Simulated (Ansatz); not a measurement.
# C3H6O3, SMILES COCC(=O)O: a single point from an input written key by key

With Ansatz 0.2.0, Python API.

Input file `c3h6o3.yaml`:
```yaml
crystal:
  periodic: [false, false, false]
  atoms:
    - { symbol: C, position_ang: [0.2987, -1.5635, 0.5259] }
    - { symbol: O, position_ang: [0.4658, -0.9352, -0.7001] }
    - { symbol: C, position_ang: [0.6814, 0.4401, -0.5898] }
    - { symbol: C, position_ang: [-0.5056, 1.3245, -0.1257] }
    - { symbol: O, position_ang: [-0.4418, 2.3794, 0.4587] }
    - { symbol: O, position_ang: [-1.7168, 0.7988, -0.4919] }
    - { symbol: H, position_ang: [-0.5311, -1.2304, 1.0807] }
    - { symbol: H, position_ang: [0.1789, -2.6419, 0.3791] }
    - { symbol: H, position_ang: [1.2184, -1.435, 1.1365] }
    - { symbol: H, position_ang: [0.9943, 0.796, -1.5961] }
    - { symbol: H, position_ang: [1.5385, 0.6775, 0.0514] }
    - { symbol: H, position_ang: [-2.3629, 1.4444, -0.1895] }
basis:
  gaussian: { orbitals: def2-SVP }
hamiltonian:
  xc: { name: B97 }
```

Run as a notebook:

**Cell 1**
```python
import ansatz as az
```

**Cell 2**
```python
session = az.Session.from_deck('c3h6o3.yaml')
data = session.plan(threads=1).execute().report
```

**Cell 3**
```python
print(f'E = {data["free_energy_ev"]:.6f} eV = {data["free_energy_ev"] / 27.211386246:.7f} Ha')
print('converged:', data['converged'], ' doubts:', data['published_state_doubts'] or 'none')
symbols = ['C', 'O', 'C', 'C', 'O', 'O', 'H', 'H', 'H', 'H', 'H', 'H']
```
Output:
```text
E = -9339.486214 eV = -343.2197878 Ha
converged: True  doubts: none
```

Caveats:
- Total energies depend on the basis set; only differences at equal settings carry meaning.
- The geometry is a force-field or estimated start, not a minimum of this method, and the basis set is short of its limit.
- The whole script took 9.2 s on 1 thread of Arm Neoverse V1, with other jobs on the host, peak memory 0.29 GiB.
